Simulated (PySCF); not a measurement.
Ligands exchanged one at a time, Si F-NH2. Isolated molecules, 0 K electronic values unless said otherwise. One relaxed conformer stands for each flexible species; it need not be the lowest. Strings in code marks are SMILES.

The numbers are results of PySCF with PBE-D3(BJ)/def2-TZVP // B3LYP-D3(BJ)/def2-TZVP, not measurements. 

| species | dipole moment (D) | S1 oscillator strength |
|---|---|---|
| 0 of 4 F replaced by NH2 (`F[Si](F)(F)F`) | 0.00 | 0.000 |
| 1 of 4 F replaced by NH2 (`[Si](N)(F)(F)F`) | 2.81 | 0.039 |
| 2 of 4 F replaced by NH2 | 2.50 | 0.019 |
| 3 of 4 F replaced by NH2 (`N[Si](N)(N)F`) | – | 0.029 |
